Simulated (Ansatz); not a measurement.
Compare A (`C=CC=N`) with its isomer B (`C1=CNC1`).

Gas-phase electronic energies from Ansatz, PBE0-D4/def2-TZVP geometries. CCSD(T)/CBS adds triple-zeta CCSD(T) − MP2 to the extrapolated MP2 energy (def2 sets, frozen cores). Functionals use def2-TZVPP. One conformer a species, not always the lowest.

Problem. Which is lower in electronic energy at CCSD(T)/CBS, and by how much? (An estimate is asked.)

Solution. Ansatz gave: A, by 76.0 kJ/mol.

Problem. Give E(B) − E(A) in kJ/mol with r2SCAN-D4, PBE-D4, LDA (SPW92), BLYP-D4, ωB97M-V, HF/def2-TZVPP, MP2/def2-TZVPP. (Estimate.)

Solution. The calculation gave: r2SCAN-D4 72.3, PBE-D4 63.7, LDA (SPW92) 36.3, BLYP-D4 92.6, ωB97M-V 70.4, HF/def2-TZVPP 97.8, MP2/def2-TZVPP 68.4. None reverses the order clearly.

Problem. Does the order hold for the free energy at 298.15 K (harmonic terms from PBE0-D4)? (An estimate is asked.)

Solution. Ansatz gave: Yes: G(B) − G(A) = +82.5 kJ/mol, for one conformer each.

Largest T1 diagnostic: 0.012.

Leaving LDA and LC-ωPBE aside and taking each functional with its dispersion term where it has one, the values, not all of them listed here, spread over 34.7 kJ/mol, from PBE-QIDH to BLYP-D4. LDA lies −27.5 kJ/mol from PBE without D4. From PBE to PBE0 (25 % exact exchange), in def2-TZVPP and without D4, E(B) − E(A) moves by −5.2 kJ/mol.
